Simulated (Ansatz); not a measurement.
# Ytterbium, fcc under PBE: how the k-point mesh moves the result

A convergence test of the k-point mesh. The geometry was relaxed under PBE beforehand and stays fixed; 8 values are run, from 2×2×2 to 15×15×15. Wanted are the values from which on the energy stays within 10 and 1 meV/atom, and the pressure within 0.5 GPa, of the last run. Within the series other settings stay, but some runs also write fields, which adds to their time. Spin polarisation is left out.

Method: DFT PBE, plane waves with PAW, scalar-relativistic, in Ansatz 0.2.0.

## (1) The starting structure

The structure is cubic, space group Fm-3m (No. 225). The conventional cell has a = 5.230 Å, b = 5.230 Å, c = 5.230 Å, α = 90.00°, β = 90.00°, γ = 90.00°. Around Yb (site symmetry m-3m) lie 12 Yb at 3.70 Å.

Coordinates:

```cif
data_structure
_symmetry_space_group_name_H-M 'P 1'
_symmetry_Int_Tables_number 1
_cell_length_a 3.6984
_cell_length_b 3.6984
_cell_length_c 3.6984
_cell_angle_alpha 60.000
_cell_angle_beta 60.000
_cell_angle_gamma 60.000
_cell_volume 35.77
loop_
_atom_site_label
_atom_site_type_symbol
_atom_site_fract_x
_atom_site_fract_y
_atom_site_fract_z
_atom_site_occupancy
Yb1 Yb 0.00000 0.00000 0.00000 1
```

## (2) k-mesh 2×2×2

The run at 2×2×2.

Contents of input.yaml:

```yaml
crystal:
  lattice:
    - [0.0, 2.6151647068, 2.6151647068]
    - [2.6151647068, 0.0, 2.6151647068]
    - [2.6151647068, 2.6151647068, 0.0]
  atoms:
    - { symbol: Yb, position: [0.0, 0.0, 0.0] }
hamiltonian:
  xc: pbe
  pseudopotentials:
    kind: paw
    azcp:
      Yb: "pseudopotentials/Yb.paw.azcp"
basis:
  ecutwfc: 420
  fft_grid_basis: typed
kpoints:
  mp_grid: { grid: [2, 2, 2], shift: [0, 0, 0] }
magnetization:
  spin_polarized: false
scf:
  occupations: { method: fermi_dirac, width: 0.1 }
  lower_state_search: "off"
output:
  stress: true
```

On the command line:

```console
$ ansatz run input.yaml --threads 1 --pin off --max-ram 3584MiB --backend cpu --events-out ev --progress --plain --runs-dir out
```

## (3) k-mesh 3×3×3

The run at 3×3×3.

input.yaml: that of step 2 with these lines changed.

```diff
@@ -17,3 +17,3 @@
 kpoints:
-  mp_grid: { grid: [2, 2, 2], shift: [0, 0, 0] }
+  mp_grid: { grid: [3, 3, 3], shift: [0, 0, 0] }
 magnetization:
@@ -25 +25,5 @@
   stress: true
+  write_density: true
+  write_potential: true
+  elf: true
+  volumetric_format: npy
```

## (4) k-mesh 4×4×4

The run at 4×4×4.

input.yaml: that of step 3 with these lines changed.

```diff
@@ -17,3 +17,3 @@
 kpoints:
-  mp_grid: { grid: [3, 3, 3], shift: [0, 0, 0] }
+  mp_grid: { grid: [4, 4, 4], shift: [0, 0, 0] }
 magnetization:
@@ -25,5 +25 @@
   stress: true
-  write_density: true
-  write_potential: true
-  elf: true
-  volumetric_format: npy
```

## (5) k-mesh 5×5×5

The run at 5×5×5.

input.yaml: that of step 4 with these lines changed.

```diff
@@ -17,3 +17,3 @@
 kpoints:
-  mp_grid: { grid: [4, 4, 4], shift: [0, 0, 0] }
+  mp_grid: { grid: [5, 5, 5], shift: [0, 0, 0] }
 magnetization:
```

## (6) k-mesh 6×6×6

The run at 6×6×6.

input.yaml: that of step 5 with these lines changed.

```diff
@@ -17,3 +17,3 @@
 kpoints:
-  mp_grid: { grid: [5, 5, 5], shift: [0, 0, 0] }
+  mp_grid: { grid: [6, 6, 6], shift: [0, 0, 0] }
 magnetization:
```

## (7) k-mesh 8×8×8

The run at 8×8×8.

input.yaml: that of step 6 with these lines changed.

```diff
@@ -17,3 +17,3 @@
 kpoints:
-  mp_grid: { grid: [6, 6, 6], shift: [0, 0, 0] }
+  mp_grid: { grid: [8, 8, 8], shift: [0, 0, 0] }
 magnetization:
@@ -25 +25,5 @@
   stress: true
+  write_density: true
+  write_potential: true
+  elf: true
+  volumetric_format: npy
```

## (8) k-mesh 11×11×11

The run at 11×11×11.

input.yaml: that of step 7 with these lines changed.

```diff
@@ -17,3 +17,3 @@
 kpoints:
-  mp_grid: { grid: [8, 8, 8], shift: [0, 0, 0] }
+  mp_grid: { grid: [11, 11, 11], shift: [0, 0, 0] }
 magnetization:
```

## (9) k-mesh 15×15×15

The run at 15×15×15.

input.yaml: that of step 8 with these lines changed.

```diff
@@ -17,3 +17,3 @@
 kpoints:
-  mp_grid: { grid: [11, 11, 11], shift: [0, 0, 0] }
+  mp_grid: { grid: [15, 15, 15], shift: [0, 0, 0] }
 magnetization:
@@ -25,5 +25 @@
   stress: true
-  write_density: true
-  write_potential: true
-  elf: true
-  volumetric_format: npy
```

(Steps that only read results are left out.)

Before running it: what results should come out? Wanted: pressure at 15×15×15.

**Answer**, as computed:

```
                                           quantity                        value
      E(σ → 0) stays within 10 meV/atom of 15×15×15                from 8×8×8 on
                   E(σ → 0) stays within 1 meV/atom             from 11×11×11 on
                      pressure stays within 0.5 GPa                from 4×4×4 on
                               pressure at 15×15×15                     0.01 GPa
                    CPU time, dearest over cheapest                          8.1
energy of a separate run on a finer mesh (17×17×17)  +0.1 meV/atom from 15×15×15
```

What this shows: At 2×2×2 the energy differs by -244.5 meV/atom and the pressure by -8.0 GPa. The error changes sign along the series: k-point sums are not variational. From 11×11×11 on, the energy holds to 1 meV/atom. A Fermi surface needs many points. A run on a finer mesh agrees with the yardstick to 1 meV/atom. The cell taken over is 13 % smaller than the measured one (41.28 Å³/atom, COD), which weighs on all values here.
